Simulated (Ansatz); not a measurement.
Relaxed structures of LiSiH₂S (charge +1), singlet (PBE0-D4/def2-TZVP; forces vanish, vibrations not checked; lower isomers may exist, and structures with a doubtful reference or unclear bonds are left out; Å). Ansatz 0.2.0; basis: def2-TZVPP; cores frozen in the correlated methods. The outer core shell of Li, Na, Mg and K is correlated.

Question: Rank them by CCSD(T) energy, lowest first, and give each one's height above the lowest. Links in brackets join atoms within 1.22 times the sum of their covalent radii (1.1 for two metals). (An estimate is asked for; the value comes from the calculation.)
A.
LiSiH₂S ([Li][SiH][SH]), total charge +1
```
5
angstrom
Li -2.3673 0.4387 1.2397
Si -0.4284 -0.1860 -0.3656
S 1.6228 -0.0030 -0.1872
H -0.4683 -0.8000 -1.7273
H 1.6411 0.5504 1.0405
```
B.
LiSiH₂S ([Li][H][Si][SH]), total charge +1
```
5
angstrom
Li -2.8727 0.6462 1.8555
Si -0.7286 -0.2454 -0.3854
S 1.2264 0.1108 0.3080
H -1.4023 0.3130 0.9702
H 1.0010 0.6250 1.5279
```
C.
LiSiH₂S ([Li][S][SiH2]), total charge +1
```
5
angstrom
Li -1.2804 0.9032 2.9401
Si -0.9167 -0.0460 -0.4951
S 0.0649 0.5632 1.1027
H -0.2008 -0.3092 -1.7556
H -2.3773 -0.2697 -0.5312
```

Answer: The calculation gives: C (0.000 eV), A (0.747 eV), B (1.233 eV). Heights count from the lowest.

T1 diagnostic: at most 0.017. The restricted Hartree–Fock reference is unstable towards an unrestricted one at one or more of these structures.

For scale, one of the runs: CCSD(T)/def2-TZVPP, 131 basis functions, launched by `ansatz run in.yaml --threads 2 --pin off --events-out ev --progress --plain --max-ram 4352MiB`. Hardware: 2 CPU threads of an Arm Neoverse V1, shared host. Wall time about 6 s.
